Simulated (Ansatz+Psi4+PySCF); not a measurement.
Values are calculated unless marked as measured or tabulated.
## Psi4 1.11 run

```
molecule {
0 3
C -0.367900 -1.599200 -1.053400
C -0.121700 -0.529000 -0.348400
C 0.121700 0.529000 0.348400
C 0.367900 1.599200 1.053400
}

set basis cc-pVTZ
set reference uhf
set scf_type pk
energy('scf')
```

The input is written out from the run's settings.

Output:

* Converged: yes
* Total energy: -151.11143 hartree
* Spin squared of the determinant: 2.326
* Occupied orbitals by symmetry in an Abelian subgroup (alpha; beta): 7 Ag 6 Au; 5 Ag 6 Au

This is not the lowest solution: another run reaches a determinant 3.30 eV lower. Caution: the unrestricted determinant is spin contaminated.
